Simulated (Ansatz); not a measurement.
A trace of molecular dynamics of ClFH₄Si (7 atoms, charge 0, multiplicity 1).

The calculation used RKS PBE-D4/6-31G* in Ansatz.

```yaml
ensemble: NVE (velocity Verlet)
starting_velocities_drawn_for: 100 K
seed: 12006
```

```json
{"time (fs)": "0.0", "T (K)": "100", "potential energy less start (eV)": "0.000", "conserved less start (meV/atom)": "0.00"}
{"time (fs)": "4.0", "T (K)": "74", "potential energy less start (eV)": "0.017", "conserved less start (meV/atom)": "0.01"}
{"time (fs)": "8.0", "T (K)": "94", "potential energy less start (eV)": "0.004", "conserved less start (meV/atom)": "0.01"}
{"time (fs)": "12.0", "T (K)": "195", "potential energy less start (eV)": "-0.061", "conserved less start (meV/atom)": "0.01"}
{"time (fs)": "16.0", "T (K)": "340", "potential energy less start (eV)": "-0.155", "conserved less start (meV/atom)": "0.01"}
{"time (fs)": "20.0", "T (K)": "534", "potential energy less start (eV)": "-0.280", "conserved less start (meV/atom)": "0.01"}
{"time (fs)": "24.0", "T (K)": "762", "potential energy less start (eV)": "-0.428", "conserved less start (meV/atom)": "0.01"}
{"time (fs)": "28.0", "T (K)": "991", "potential energy less start (eV)": "-0.576", "conserved less start (meV/atom)": "0.00"}
{"time (fs)": "32.0", "T (K)": "1189", "potential energy less start (eV)": "-0.704", "conserved less start (meV/atom)": "0.00"}
{"time (fs)": "36.0", "T (K)": "1357", "potential energy less start (eV)": "-0.812", "conserved less start (meV/atom)": "-0.01"}
{"time (fs)": "40.0", "T (K)": "1424", "potential energy less start (eV)": "-0.856", "conserved less start (meV/atom)": "-0.01"}
{"time (fs)": "44.0", "T (K)": "1416", "potential energy less start (eV)": "-0.851", "conserved less start (meV/atom)": "-0.02"}
{"time (fs)": "48.0", "T (K)": "1363", "potential energy less start (eV)": "-0.816", "conserved less start (meV/atom)": "0.00"}
{"time (fs)": "52.0", "T (K)": "1396", "potential energy less start (eV)": "-0.838", "conserved less start (meV/atom)": "-0.01"}
{"time (fs)": "56.0", "T (K)": "1458", "potential energy less start (eV)": "-0.878", "conserved less start (meV/atom)": "0.00"}
{"time (fs)": "60.0", "T (K)": "1516", "potential energy less start (eV)": "-0.916", "conserved less start (meV/atom)": "-0.02"}
{"time (fs)": "64.0", "T (K)": "1485", "potential energy less start (eV)": "-0.895", "conserved less start (meV/atom)": "0.01"}
{"time (fs)": "68.0", "T (K)": "1452", "potential energy less start (eV)": "-0.874", "conserved less start (meV/atom)": "-0.01"}
{"time (fs)": "72.0", "T (K)": "1360", "potential energy less start (eV)": "-0.814", "conserved less start (meV/atom)": "0.03"}
{"time (fs)": "76.0", "T (K)": "1356", "potential energy less start (eV)": "-0.812", "conserved less start (meV/atom)": "0.00"}
{"time (fs)": "80.0", "T (K)": "1357", "potential energy less start (eV)": "-0.812", "conserved less start (meV/atom)": "0.02"}
{"time (fs)": "84.0", "T (K)": "1413", "potential energy less start (eV)": "-0.849", "conserved less start (meV/atom)": "-0.01"}
{"time (fs)": "88.0", "T (K)": "1429", "potential energy less start (eV)": "-0.859", "conserved less start (meV/atom)": "0.00"}
{"time (fs)": "92.0", "T (K)": "1422", "potential energy less start (eV)": "-0.855", "conserved less start (meV/atom)": "-0.01"}
{"time (fs)": "96.0", "T (K)": "1383", "potential energy less start (eV)": "-0.829", "conserved less start (meV/atom)": "0.00"}
{"time (fs)": "100.0", "T (K)": "1353", "potential energy less start (eV)": "-0.810", "conserved less start (meV/atom)": "-0.01"}
```

Q: Can this run be trusted? Judge the integration.

A: The conserved energy stayed within 0.029 meV per atom of its start (net change -0.0091 meV per atom), so the integration is sound. The kinetic energy rose, since the run started high on the potential surface and went downhill. It ends in pieces (ClH3Si + FH), so much of that is their flight and rotation, not heat. A run of 0.1 ps of so small a system gives no equilibrium averages. The orbitals stay closed-shell, which can raise the energy where a bond breaks towards radicals; this wasn't checked here. The time step was 0.5 fs.

Run time: 5.3 min on 1 thread of Arm Neoverse V1, on a shared host, peak memory 0.11 GiB.
